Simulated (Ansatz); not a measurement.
A nudged elastic band was laid between two geometries of CH4AlCl (7 atoms, charge 0, multiplicity 1).

All numbers below come from Ansatz, RKS PBE/def2-SVP.

| Item | Value |
| --- | --- |
| movable images | 9 |
| climbing image | yes |
| spring | 5.0 eV/Å² |
| optimiser | quadratic models (default) |
| start path | through a guess of the saddle point |
| force threshold | 0.03 eV/Å |
| iteration limit | 60 |
| end points | relaxed |

First end point:

```xyz
7
Properties=species:S:1:pos:R:3
Al 0.280 -0.092 0.533
H -0.213 -0.426 2.013
C 2.152 0.063 -0.006
H 2.688 -0.898 0.156
H 2.262 0.342 -1.072
H 2.681 0.823 0.609
Cl -1.257 0.187 -0.912
```

Last end point:

```xyz
7
Properties=species:S:1:pos:R:3
Al -1.593 -0.720 0.290
H 1.771 0.016 1.490
C 2.295 0.068 0.516
H 2.705 -0.930 0.268
H 1.589 0.386 -0.275
H 3.122 0.800 0.587
Cl -1.297 0.381 -1.556
```

Problem. Which bonds break or form, and what moves?

Solution. Bonds broken: Al1–H2, Al1–C3. Bonds formed: H2–C3. CH4AlCl becomes AlCl + CH4.

Problem. Give the energies along the band, and the barrier.

Solution. The forces met the threshold. The highest image is number 4 of 0 to 10, 3.14 eV above the first end and 2.67 eV above the last; the last end lies 0.46 eV above the first. Neighbouring images differ by up to 1.9 eV, so the band resolves the path poorly. A vibrational analysis at the climbing image gives one clearly imaginary mode, 1267i cm⁻¹: a first-order saddle point. The orbitals stay closed-shell, which can raise the energy where a bond breaks towards radicals; this wasn't checked here.

```csv
image,path coordinate (Å),energy (eV),Al1–H2 (Å),Al1–C3 (Å),H2–C3 (Å)
0,0.00,0.00,1.60,1.95,3.15
1,0.72,0.00,1.59,1.95,3.15
2,1.44,0.09,1.59,1.93,2.98
3,2.15,1.24,1.56,1.93,2.42
4,2.87,3.14,1.58,2.21,1.77
5,3.41,1.62,1.81,2.48,1.27
6,3.94,0.60,2.28,3.01,1.12
7,4.47,0.48,2.85,3.55,1.11
8,5.01,0.47,3.25,3.84,1.11
9,5.54,0.47,3.41,3.90,1.11
10,6.07,0.46,3.65,3.97,1.11
```

Problem. What is the geometry of the highest image?

Solution. 
```xyz
7
Properties=species:S:1:pos:R:3:forces:R:3
Al -0.210 0.005 0.672 0.00 0.00 0.01
H 0.993 0.276 1.667 0.01 0.00 0.00
C 1.950 0.041 0.198 0.00 -0.01 0.00
H 2.049 -0.983 -0.229 0.00 0.00 0.00
H 1.981 0.814 -0.603 0.00 0.00 0.00
H 2.795 0.213 0.895 0.00 0.00 0.00
Cl -0.966 -0.366 -1.278 0.00 0.00 -0.01
```

The band took 13 iterations and of the order of 6 core-minutes.

Run time: 5.9 min on 1 thread of Intel(R) Xeon(R) Processor @ 2.50GHz (Skylake/Cascade Lake), with other jobs on the host, peak memory 0.14 GiB.
